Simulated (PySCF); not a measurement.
**The first ionisation energy along group 13**

Calculated with PySCF 2.14 from differences of total energies of unrestricted determinants, without spin-orbit coupling. Values in eV. The last column holds reference values (NIST; (s) semi-empirical, (t) theoretical, else measured). Unmarked ones compare directly (S terms, centres of terms, or small fine structure); those marked * lie between the lowest fine-structure levels and include a spin-orbit shift.

```csv
element,configurations,MP2 (valence),SCS-MP2 (valence),CCSD (valence),CCSD(T) (valence),PBE,r2SCAN,reference
"B (aug-cc-pVTZ with one added diffuse shell each of s, p, d, f type, non-relativistic)",[He] 2s2 2p1 → [He] 2s2,8.265,8.234,8.176,8.213,8.670,8.765,8.297
"Al (aug-cc-pV(T+d)Z with one added diffuse shell each of s, p, d, f type, non-relativistic)",[Ne] 3s2 3p1 → [Ne] 3s2,5.824,5.809,5.916,5.948,6.071,6.164,5.977
"Ga (aug-cc-pVTZ-PP with one added diffuse shell each of s, d, f type with ECP10MDF, ECP)",[Ar] 3d10 4s2 4p1 → [Ar] 3d10 4s2,5.746,5.727,5.802,5.827,5.917,6.078,5.931
"Tl (aug-cc-pVTZ-PP with one added diffuse shell each of d, f type with ECP60MDF, ECP)",[Xe] 4f14 5d10 6s2 6p1 → [Xe] 4f14 5d10 6s2,5.180,5.162,5.226,5.240,5.422,5.499,5.464
```

Question: Fill in the row of In (aug-cc-pVTZ-PP with one added diffuse shell each of d, f type with ECP28MDF, ECP) ([Kr] 4d10 5s2 5p1 → [Kr] 4d10 5s2).

Answer: MP2 (valence) 5.401; SCS-MP2 (valence) 5.385; CCSD (valence) 5.457; CCSD(T) (valence) 5.478; PBE 5.583; r2SCAN 5.706; reference 5.603 (eV).

"Valence" correlates the outer s and p shells and, in groups 3 to 12 and the f block, the outer d or f shell, open or full, or the next shell where the ion has no valence electron left; the wider scheme adds the next inner shell.
